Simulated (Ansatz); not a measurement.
The first iterations of a band of AlH3O + H2 (7 atoms, charge 0, multiplicity 1).

The calculation used RKS r2SCAN-D4/def2-mTZVP (Ansatz).

```yaml
movable_images: 5
climbing_image: yes
spring: 5.0 eV/Å²
optimiser: quadratic models (default)
start_path: through a guess of the saddle point
force_threshold: 0.05 eV/Å
iteration_limit: 60
end_points: relaxed
```

Initial state:

```xyz
7
Properties=species:S:1:pos:R:3
Al -0.054 -0.249 0.197
O -0.072 -0.728 1.835
H -0.895 -0.804 2.328
H 1.372 -0.195 -0.477
H -1.416 0.046 -0.562
H 0.063 2.521 0.581
H 0.241 2.258 1.255
```

Final state:

```xyz
7
Properties=species:S:1:pos:R:3
Al 0.027 0.471 -0.133
O 0.006 0.127 1.874
H -0.833 -0.295 2.116
H 1.347 -0.277 -0.618
H -1.392 -0.226 -0.414
H 0.063 2.070 -0.011
H 0.019 0.977 2.341
```

| iteration | highest image above the first end (eV) | largest band force component (eV/Å) |
| --- | --- | --- |
| 1 | 1.752 | 3.028 |
| 2 | 1.048 | 2.123 |

Question: Does the band converge within its limit, and where does its top end?

Answer: The run converged. It ended after 8 iterations with the highest image 1.021 eV above the first end. A vibrational analysis at the climbing image gives one clearly imaginary mode, 1200i cm⁻¹: a first-order saddle point. The orbitals stay closed-shell, which can raise the energy where a bond breaks towards radicals; this wasn't checked here.

Time of the run: 77 s on 1 thread of AMD EPYC 7R43 64-Core Processor (Zen 3) (shared host), peak memory 0.13 GiB.
